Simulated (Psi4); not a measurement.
**doublet NO3: levels of theory compared**

We compute a comparison of 6 runs (UHF/3-21G, UB3LYP/6-31G*, U-wB97M-V/aug-cc-pVDZ, U-wB97X/aug-cc-pVDZ, UDSD-PBEP86/aug-cc-pVDZ, UMP3/aug-cc-pVDZ) of doublet NO3. 

The calculation is run with Psi4 1.11.

### 1 The system as given

NO3 has 4 atoms, charge 0, and is taken as a doublet. SMILES of the parent species: `O=[N+]([O-])[O-]`. Geometry: relaxed at PBE0-D4/def2-TZVPD. That shape belongs to the parent species and isn't relaxed for this state.

Bond lengths: O1–N2 1.247 Å, N2–O3 1.247 Å, N2–O4 1.247 Å. Angles: O1–N2–O3 120.0°, O1–N2–O4 120.0°, O3–N2–O4 120.0°.

### 2 Energy and gradient at UHF/3-21G (run 1)

no3.dat

```
memory 2200 MB

molecule {
  0 2
  O
  N 1 1.246587
  O 2 1.246588 1 120.00031
  O 2 1.246587 1 119.99979 3 -179.99912
  symmetry c1
  no_reorient
  no_com
}

set reference uhf
set puream true
set e_convergence 1e-09
set d_convergence 1e-08
set scf_type pk
set maxiter 100

e, wfn = gradient('scf/3-21G', return_wfn=True)
oeprop(wfn, 'QUADRUPOLE', 'MULLIKEN_CHARGES', 'MAYER_INDICES', title='SCF')
```

Started as:

```bash
psi4 -i no3.dat -o no3.out -n 1
```

no3.out:

```text
[...]
  Running in c1 symmetry.
[...]
  Nuclear repulsion =  118.372554905080776
[...]
  Multiplicity = 2
[...]
  Nalpha       = 16
  Nbeta        = 15
[...]
    Number of basis functions: 36
[...]
   @UHF iter   1:  -276.89378691169765   -2.84465e-01   2.01365e-02 DIIS/ADIIS
[...]
   @UHF iter  16:  -277.12923460590434   -6.82121e-13   9.89184e-09 DIIS
[...]
   @S^2 Observed:                7.727784579E-01
[...]
  @UHF Final Energy:  -277.12923460590434
   => Energetics <=
    Nuclear Repulsion Energy =            118.3725549050807757
    One-Electron Energy =                -614.3277593245070420
    Two-Electron Energy =                 218.8259698135219367
    Total Energy =                       -277.1292346059043439
  UHF NO Occupations:
  HONO-2 :   14  A 1.9948380
  HONO-1 :   15  A 1.9948379
[...]
  -Total Gradient:
     Atom            X                  Y                   Z
    ------   -----------------  -----------------  -----------------
       1       -0.000000893610     0.000001219039    -0.001642309030
       2        0.000002702691    -0.000001096118    -0.000001028056
       3       -0.000000893611    -0.001422534527     0.000822416448
       4       -0.000000915470     0.001422411605     0.000820920638
[...]
  Mulliken Charges: (a.u.)
   Center  Symbol    Alpha    Beta     Spin     Total
       1     O     4.31812  3.92258  0.39553 -0.24070
       2     N     3.04565  3.23225 -0.18660  0.72210
       3     O     4.31812  3.92258  0.39553 -0.24070
       4     O     4.31811  3.92259  0.39553 -0.24070
   Total alpha = 16.00000, Total beta = 15.00000, Total charge =  0.00000
  Mayer Bond Indices:
  Total Bond Index:
  Irrep: 1 Size: 4 x 4
[...]
```

It took 2.5 s on 1 thread of Intel Xeon Platinum 8488C (Sapphire Rapids), shared host; peak memory 0.18 GiB.

### 3 Energy and forces at UB3LYP/6-31G(d) (Cartesian functions) (run 2)

no3.dat

```
memory 2.2 GB

molecule {
  0 2
  O      0.56034159     0.99029208     2.06269276
  N      0.00000000     0.00000000     0.00000000
  O      0.88900276    -2.10394548    -0.57659324
  O     -1.44932545     1.11367230    -1.48611842
  units bohr
  symmetry c1
}

set basis 6-31G*
set reference uks
set puream false
set e_convergence 1e-09
set d_convergence 1e-08
set scf_type pk
set dft_radial_points 99
set dft_spherical_points 590
set maxiter 100

e, wfn = gradient("b3lyp", return_wfn=True)
```

Started as:

```bash
psi4 no3.dat no3.out -n 1
```

no3.out:

```text
[...]
  Running in c1 symmetry.
[...]
  Nuclear repulsion =  118.372543400070526
[...]
  Multiplicity = 2
[...]
  Nalpha       = 16
  Nbeta        = 15
[...]
    Number of basis functions: 60
[...]
   @UKS iter   1:  -280.07643732970411   -1.02191e-01   1.06837e-02 ADIIS/DIIS
[...]
   @UKS iter  12:  -280.21656001659812   -1.37561e-11   1.03499e-09 DIIS
[...]
   @S^2 Observed:                7.548235933E-01
[...]
  @UKS Final Energy:  -280.21656001659812
   => Energetics <=
    Nuclear Repulsion Energy =            118.3725434000705263
    One-Electron Energy =                -617.7105840419865217
    Two-Electron Energy =                 245.3626747433616231
    DFT Exchange-Correlation Energy =     -26.2411941180437225
    Empirical Dispersion Energy =           0.0000000000000000
    VV10 Nonlocal Energy =                  0.0000000000000000
    Total Energy =                       -280.2165600165981232
[...]
  -Total Gradient:
     Atom            X                  Y                   Z
    ------   -----------------  -----------------  -----------------
       1        0.002628146223     0.004640753112     0.009668400055
       2       -0.000003421282     0.000000363121     0.000000457759
       3        0.004165498154    -0.009859076830    -0.002704577704
       4       -0.006788757336     0.005216341735    -0.006963295573
[...]
```

Run time: 11 s. Hardware: 1 thread of Intel Xeon Platinum 8488C (Sapphire Rapids), shared host; peak memory 0.59 GiB.

Runs 3 to 5 aren't shown in full; the table further down has their settings and results.

### 4 A single-point energy at UMP3/aug-cc-pVDZ (run 6)

no3.in

```
memory 2.2 GB

molecule geom {
  0 2
  O      0.296520     0.524040     1.091530
  N      0.000000     0.000000     0.000000
  O      0.470440    -1.113360    -0.305120
  O     -0.766950     0.589330    -0.786420
  symmetry c1
}

set {
  basis           aug-cc-pVDZ
  reference       uhf
  puream          true
  e_convergence   1e-09
  d_convergence   1e-08
  scf_type        pk
  num_frozen_docc 4
  maxiter         100
  mp_type         conv
}

energy("mp3")
```

Started as:

```bash
psi4 no3.in no3.out -n 1
```

no3.out:

```text
[...]
  Running in c1 symmetry.
[...]
  Nuclear repulsion =  118.372543486432107
[...]
  Multiplicity = 2
[...]
  Nalpha       = 16
  Nbeta        = 15
[...]
    Number of basis functions: 92
[...]
   @UHF iter   1:  -278.62821648129272   -4.88472e-01   7.32295e-03 DIIS/ADIIS
[...]
   @UHF iter  16:  -278.80817582916148    7.38964e-13   5.68693e-09 DIIS
[...]
   @S^2 Observed:                7.988338305E-01
[...]
  @UHF Final Energy:  -278.80817582916148
   => Energetics <=
    Nuclear Repulsion Energy =            118.3725434864321073
    One-Electron Energy =                -616.5221314904281371
    Two-Electron Energy =                 219.3414121748345451
    Total Energy =                       -278.8081758291614847
  UHF NO Occupations:
  HONO-2 :   14  A 1.9891174
  HONO-1 :   15  A 1.9891171
[...]
 Multipole Moments:
 ------------------------------------------------------------------------------------
     Multipole            Electronic (a.u.)      Nuclear  (a.u.)        Total (a.u.)
 ------------------------------------------------------------------------------------
 L = 1.  Multiply by 2.5417464519 to convert [e a0] to [Debye]
 Dipole X            :         -0.0000013            0.0000000           -0.0000013
 Dipole Y            :         -0.0000038            0.0000000           -0.0000037
 Dipole Z            :          0.0000064           -0.0000000            0.0000063
 Magnitude           :                                                    0.0000075
[...]
	SCS-MP2 Total Energy (a.u.)        :  -279.58298906550078
	SOS-MP2 Total Energy (a.u.)        :  -279.55899524826771
[...]
	SOS-PI-MP2 Total Energy (a.u.)     :  -279.61675058819895
[...]
	MP2 Total Energy (a.u.)            :  -279.63097669996705
[...]
	SCS-MP3 Total Energy (a.u.)        :  -279.57051386032987
[...]
	MP3 Total Energy (a.u.)            :  -279.58107587928339
[...]
```

Run time: 20 s. Hardware: 1 thread of Intel Xeon Platinum 8488C (Sapphire Rapids), shared host; peak memory 0.78 GiB.

### 5 All runs side by side

```csv
run,level,Cartesian functions,task,frozen core orbitals,energy (Eh),dipole moment (D),HOMO energy (eV),LUMO energy (eV),wall time
1,UHF/3-21G,no,gradient,0,-277.129235,0.00,-12.35,-3.29,2.5 s
2,UB3LYP/6-31G* (Cartesian functions),yes,gradient,0,-280.216560,0.00,-10.05,-6.55,11 s
3,U-wB97M-V/aug-cc-pVDZ,no,energy,0,-280.195130,0.00,-13.00,-4.68,49 s
4,U-wB97X/aug-cc-pVDZ,no,gradient,0,-280.193961,0.00,-13.02,-4.67,27 s
5,UDSD-PBEP86/aug-cc-pVDZ (density fitting for correlation),no,energy,4,-279.799776,–,-12.18,-4.63,20 s
6,UMP3/aug-cc-pVDZ,no,energy,4,-279.581076,–,-12.83,-3.12,20 s
```

### 6 What came out

| quantity | value |
| --- | --- |
| run 6: total energy | -279.58108 Eh |
| run 6: HOMO energy (Hartree–Fock orbitals) (highest over α and β) | -12.83 eV |
| run 6: LUMO energy (Hartree–Fock orbitals) (lowest over α and β) | -3.12 eV |
| run 6: correlation energy (4 core orbitals frozen) | -772.9 mEh |
| run 6: ⟨S²⟩ of the reference determinant | 0.799 |

**Reading.** Totals of different functionals can't be ranked against each other. All runs together took 2.2 min, the longest 49 s.
